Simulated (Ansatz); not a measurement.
**Si₃H (sextet): wave-function methods side by side, cc-pVDZ**

The task here is to estimate one member of a computed series from the others.

Computed with Ansatz 0.2.0, Gaussian basis. Level: cc-pVDZ, core rule «outside noble gas», up to 15 orbitals frozen.

To be run: UHF; CCSD(T) on ROHF; CCSD(T) on UHF; BCCD(T) on ROHF; CISD; CCSDT(Q) on ROHF; CCSDT(Q) on UHF; CASSCF and MRCISD+Q, 13 electrons in 11 orbitals; CASSCF and NEVPT2, 13 electrons in 11 orbitals.

33 further runs of the same task are left out: 23 that didn't finish, 10 set aside as unsound or not needed.

**The system**

The geometry is a PBE0/def2-TZVP stationary point (not a proven minimum) of the parent state, kept for this charge and spin.

4 atoms, charge 0, spin multiplicity 6.

Atoms are counted from 1 here; the program's logs count them from 0.

Bond lengths: Si1–Si2 2.280 Å, Si2–Si3 2.280 Å, Si2–H4 1.550 Å. Angles: Si1–Si2–Si3 164.3°, Si1–Si2–H4 82.1°, Si3–Si2–H4 82.1°.

The first run:

Contents of in.yaml:

```yaml
crystal:
  periodic: [false, false, false]
  atoms:
    - {symbol: Si, position_ang: [0.000000, 0.088052, 2.258518]}
    - {symbol: Si, position_ang: [0.000000, -0.223700, 0.000000]}
    - {symbol: Si, position_ang: [0.000000, 0.088052, -2.258518]}
    - {symbol: H, position_ang: [0.000000, 1.326212, 0.000000]}
basis:
  gaussian: {orbitals: cc-pVDZ}
magnetization: {spin_polarized: true, initial_magnetization: 5}
hamiltonian: {xc: hf}
output: {orbitals: {seedname: orbitals}}
```

Command:

```sh
ansatz run in.yaml --threads 1 --pin off --events-out ev --progress --plain --max-ram 2393MiB
```

Steps of the session up to this table: UHF; CCSD(T) on ROHF; CCSD(T) on UHF; BCCD(T) on ROHF; CISD; CCSDT(Q) on ROHF; CCSDT(Q) on UHF; CASSCF and MRCISD+Q, 13 electrons in 11 orbitals; CASSCF and NEVPT2, 13 electrons in 11 orbitals.

One table of the session follows, with a row left open; its other results are not shown here.

| method | from RCCSDT(Q) (kcal/mol) |
| --- | --- |
| ROHF | +174.47 |
| UHF | +168.52 |
| RMP2 | +36.20 |
| UMP2 | +39.78 |
| CISD | +29.53 |
| RCCSD | +10.90 |
| UCCSD | +10.57 |
| RCCSD(T) | +2.32 |
| UCCSD(T) | +2.43 |
| BCCD(T) | +2.32 |
| RCCSDT | +0.79 |
| UCCSDT | +0.72 |
| RCCSDT(Q) | 0 |
| UCCSDT(Q) | -0.06 |
| CASSCF frontier | +140.93 |
| NEVPT2 frontier | +36.53 |
| MRCISD frontier | +18.82 |
| MRCISD+Q frontier | ? |

Q: Estimate the row for MRCISD+Q frontier from the others.

The run gave: from RCCSDT(Q) (kcal/mol): +2.17. In the column «from RCCSDT(Q) (kcal/mol)» it lies between RCCSDT (+0.79) and RCCSD(T) (+2.32).

Limits of these values: Warnings: spin contamination; coupled cluster took another determinant than the lowest. Restricted and unrestricted rows rest on different reference determinants; where their highest levels disagree by more than a few hundredths of an eV, they describe different states and don't form one ladder.
